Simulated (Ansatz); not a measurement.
Energy profile

The step: CH₂O ([CH2][O]) + AlH₃ → CH₅AlO ([CH3][O][AlH2]); bonds formed: H2–C6; dative contacts that become bonds: Al1–O5; bonds broken: Al1–H2 (atoms numbered as in the saddle structure below).

Al1  (-1.041, 0.159, -0.577)
H2  (-0.908, -1.042, 0.527)
H3  (-1.198, -0.354, -2.069)
H4  (-1.659, 1.508, -0.007)
O5  (0.953, 0.452, -0.528)
C6  (1.186, -0.091, 0.550)
H7  (1.937, -0.889, 0.619)
H8  (0.729, 0.256, 1.486)
(Å)

Electronic energies by CCSD(T) at an estimated basis limit (MP2 extrapolated from triple and quadruple zeta, plus CCSD(T) − MP2 in triple zeta), on PBE0-D4/def2-TZVP structures; CH$_{5}$AlO, closed shell; no counterpoise correction. Program: Ansatz 0.2.0. Basis: def2-TZVPP and def2-QZVPP. Cores are frozen in the correlated methods. Extrapolation: Hartree–Fock as exp(−7.88 √X), correlation as X^−2.97.

Task: Give the profile in kJ/mol, counted from the separated reactants. (An estimate is asked for; the value comes from the calculation.)

Result: By the calculation:
| point | kJ/mol |
| --- | --- |
| separated: AlH$_{3}$ (Al1, H2, H3, H4; singlet) + CH$_{2}$O (linked as [CH2][O]; O5, C6, H7, H8; singlet) | 0.0 |
| start structure | -87.2 |
| saddle | -42.3 |
| end structure | -247.8 |
The saddle lies below the separated reactants: the barrier is submerged.

No T1 diagnostic of these runs exceeds 0.019.

For scale, one of the runs: CCSD(T)/def2-TZVPP, 174 basis functions, launched by `ansatz run in.yaml --threads 2 --pin off --events-out ev --progress --plain --max-ram 4352MiB`. Hardware: 2 CPU threads of an Arm Neoverse V1, shared host. Wall time 27 s; peak host memory 1.5 GiB.
